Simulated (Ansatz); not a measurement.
in.yaml

```yaml
crystal:
  periodic: [false, false, false]
  atoms:
    - {symbol: B, position_ang: [0.000000, 0.000000, 0.000000]}
    - {symbol: F, position_ang: [0.000000, 0.000000, 2.222000]}
basis:
  gaussian: {orbitals: 6-31G, occupation: {up: {"A1": 5, "B1": 1, "B2": 1}, down: {"A1": 5, "B2": 1}}}
total_charge: 1
magnetization: {spin_polarized: false, initial_magnetization: 1}
correlation: {method: fci, electrons: outside_noble_gas}
```

```sh
$ ansatz run in.yaml --threads 1 --pin off --events-out ev --progress --plain --max-ram 2393MiB
```

Q: Roughly how long does this take on 1 thread of Intel Xeon 6975P-C, shared host, and how much host memory?

A: 6 s wall and 0.29 GiB.

```
333 factors; integrals over basis functions are off by at most 2.6e-8 eV
mean field evaluation 1: about -3361.4834 eV, gradient 3.0e1 eV
mean field evaluation 2: about -3363.1633 eV, gradient 1.1e0 eV
mean field evaluation 4: about -3363.1719 eV, gradient 7.5e-2 eV
mean field evaluation 8: about -3363.1720 eV, gradient 6.4e-6 eV
mean field -3363.17195093 eV, -123.5942895568 hartree, gradient 6.4e-6 eV, S^2 0.750000; 0 other end points of the search recorded, 0 dependent functions left out
mean field evaluation 16: about -3361.5524 eV, gradient 6.9e0 eV
mean field evaluation 32: about -3363.1876 eV, gradient 1.9e-1 eV
mean field evaluation 64: about -3363.1897 eV, gradient 1.5e-1 eV
mean field evaluation 96: about -3363.0308 eV, gradient 7.4e-1 eV
mean field evaluation 128: about -3362.2854 eV, gradient 5.5e0 eV
2 core orbitals not correlated: weight in the atoms' cores, before any rotation towards them, 1.000 or more for the frozen orbitals, at most 0.000 for the correlated occupied ones
reference -3363.17195093 eV, -123.5942895568 hartree; 5, 4 occupied and 11, 12 virtual orbitals, 333 factors
state -3367.21816645 eV, -123.7429852348 hartree
Total energy: -3367.21816645 eV, -123.7429852348 hartree
```

Natural occupations: 1.9917 1.9852 1.9817 1.8316 0.9951 0.0608 0.0602 0.0528 0.0136 0.0117 0.0081 0.0059 0.0015 0.0002 0.0001 0.0001.
